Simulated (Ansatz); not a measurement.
## Double-hcp Pr

These are r²SCAN (Ansatz, an electronic-structure program, plane waves, PAW) values and carry that method's errors.

Numerical settings: plane-wave cutoff 500 eV, 24×24×6 k mesh (along the axes of the cell as run), Fermi–Dirac smearing 0.1 eV, spin-polarised with parallel moments, scalar-relativistic PAW data made under PBE.

Cell (relaxed at this level):

```yaml
crystal:
  lattice:
    - [1.89030, -3.27410, 0.00000]
    - [1.89030, 3.27410, 0.00000]
    - [0.00000, 0.00000, 12.36924]
  atoms:
    - { symbol: Pr, position: [0.00000, 0.00000, 0.00000] }
    - { symbol: Pr, position: [0.00000, 0.00000, 0.50000] }
    - { symbol: Pr, position: [0.33333, 0.66667, 0.25000] }
    - { symbol: Pr, position: [0.66667, 0.33333, 0.75000] }
```

```json
{
 "equilibrium_volume_per_atom": "38.28 Å³/atom",
 "equilibrium_lattice_constant_a": "3.781 Å",
 "c axis length": "12.369 Å"
}
```

Note: the magnetic order was assumed, not searched for or taken from measurement; the 4f shell is treated without U or exact exchange, so its levels and filling can be wrong; the volume lies 11 % above that of the published cell.

Spin–orbit coupling is not included.

Computed values are for the static lattice.

Computing time: about 70 core-minutes (a rough figure).
